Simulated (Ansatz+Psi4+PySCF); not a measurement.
doublet H2F2(+) in separate pieces: levels of theory in one basis

| atom | x (Å) | y (Å) | z (Å) |
| --- | --- | --- | --- |
| F | 0.0934 | 0.0000 | -5.0000 |
| H | -0.8405 | 0.0000 | -5.0000 |
| F | -0.0934 | 0.0000 | 5.0000 |
| H | 0.8405 | 0.0000 | 5.0000 |

Basis set: cc-pVTZ (spherical functions). Correlated methods keep 2 orbitals frozen. Correlation on ROHF uses semicanonical orbitals with singles. Charge 1, multiplicity 2.

Computed with Ansatz (development build ahead of 0.2.0); each method stands on the lowest determinant of its kind that the runs found.

| method | E − E(ROHF) (eV) | <S²> of the determinant |
| --- | --- | --- |
| ROHF | 0.00 | 0.75 |
| UHF | -0.14 | 0.75 |
| ROHF-MP2 | -13.07 | – |
| UHF-MP2 | -13.06 | 0.75 |

Is a single determinant a sound starting point here?

Only with care. Unrestricted orbitals gain 0.14 eV and <S²> is 0.75 against 0.75 for a pure state, but several determinants compete.

Caution: the charge can sit on one fragment and break the point group; the determinant breaks the point group. Caution for ROHF-MP2, UHF-MP2: MP2 on this radical cation hangs on the determinant chosen; another reference gives a lower total.
